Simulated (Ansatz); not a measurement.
# The silicon atom: how energies converge with the basis set

An exercise on one series of results from a longer session: the logs are not shown, and one member is left open.

Computed with Ansatz 0.2.0, Gaussian basis. Level: one geometry, several basis sets.

Levels to be run: PBE0/def2-SVP; ωB97M-V/def2-SVP; PBE0/def2-QZVPP; ωB97M-V/def2-QZVPP; CCSD(T)/cc-pV(D+d)Z; CCSD(T)/cc-pV(T+d)Z; CCSD(T)/cc-pV(Q+d)Z; the functionals' def2-TZVPP values are taken from earlier runs.

## The atom

SMILES `[Si]`, 1 atom, charge 0, spin multiplicity 3.

Set-up of the first run:

The input, in.yaml:

```yaml
crystal:
  periodic: [false, false, false]
  atoms:
    - {symbol: Si, position_ang: [0.000000, 0.000000, 0.000000]}
basis:
  gaussian: {orbitals: def2-SVP}
magnetization: {spin_polarized: true, initial_magnetization: 2}
hamiltonian: {xc: pbe0}
output: {orbitals: {seedname: orbitals}}
```

Steps of the session up to this table: PBE0 in def2-SVP; ωB97M-V in def2-SVP; PBE0 in def2-QZVPP; ωB97M-V in def2-QZVPP.

One of the session's tables, all rows but one given; the rest of the session is left out.

It belongs to the step «Density functionals: the series». 

```
functional       basis  HOMO (eV)  LUMO (eV)
      PBE0    def2-SVP      -5.52      -3.29
      PBE0  def2-TZVPP          ?          ?
      PBE0  def2-QZVPP      -5.62      -3.40
   ωB97M-V    def2-SVP      -7.13      -1.09
   ωB97M-V  def2-TZVPP      -7.25      -1.28
   ωB97M-V  def2-QZVPP      -7.30      -1.37
```

**Question.** Estimate the row for PBE0, def2-TZVPP.

The run gave: HOMO (eV): -5.61; LUMO (eV): -3.37. In the column «HOMO (eV)» it lies between PBE0, def2-QZVPP (-5.62) and PBE0, def2-SVP (-5.52).
